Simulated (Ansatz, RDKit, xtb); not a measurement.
# C4H7FO: which of the isomers drawn lies lowest?

A sample of isomers of C4H7FO is drawn. Aim: find which of them has the lowest free energy at 298.15 K, then its properties. The sample is small against all isomers, and the most stable one of this formula need not be in it.

Plan: many cheap relaxations first (GFN2-xTB), then density-functional screening, relaxation at PBE-D3(BJ)/def2-SVP, vibrations (at GFN2-xTB) and a final energy. The numbers are computed, not measured.

**1. Drawing up candidates**

Isomers were taken from a list of plausible structures; this is a sample, not all of them. That gives 3 candidates.

```tsv
label	SMILES	spin
c259	O[C@@H]1CC[C@H]1F	singlet
c487	OC1(F)CCC1	singlet
c596	O[C@@H]1CC[C@@H]1F	singlet
```

Candidates are built by distance geometry, with a force field where one applies, in up to four conformers (letters a to d).

Q: Predict the outcome of this search (final energies at CCSD(T)/def2-SVP + MP2/def2-TZVPP - MP2/def2-SVP).

| quantity | value |
| --- | --- |
| lowest structure found | OC1(F)CCC1, singlet |
| next finalist | O[C@@H]1CC[C@H]1F, singlet, 8.6 kcal/mol higher in G |
| share at equilibrium, among the finalists | 100.0 % |

`OC1(F)CCC1` comes out lowest. Among the finalists first place is clear (8.6 kcal/mol); structures outside the list aren't covered. GFN2-xTB, HF/STO-3G, r2SCAN-D4/def2-SVP, PBE-D3(BJ)/def2-SVP, HF/def2-SVP and MP2/def2-SVP already put its bonding pattern lowest among the structures in one piece. The search is not exhaustive (a finite list of starts, one conformer a finalist), so a lower isomer can't be ruled out. Only 3 drawn patterns were tried, so whole families of isomers are missing, and the result ranks this sample alone.
